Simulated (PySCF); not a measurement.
B3LYP has the VWN-RPA correlation part, as in Gaussian. 

```xyz
3

N     -0.0005     0.4395     0.0000
H      0.7990    -0.2189     0.0000
H     -0.7985    -0.2206     0.0000
```

Charge 0, multiplicity 2.

Problem. Give the Mulliken and meta-Löwdin atomic charges from B3LYP-D3(BJ)/def2-TZVP // r2SCAN-D4/def2-SVP (PySCF).

Solution. 
| atom | Mulliken (e) | meta-Löwdin (e) |
|---|---|---|
| N1 | -0.43 | -0.43 |
| H2 | 0.21 | 0.22 |
| H3 | 0.21 | 0.22 |
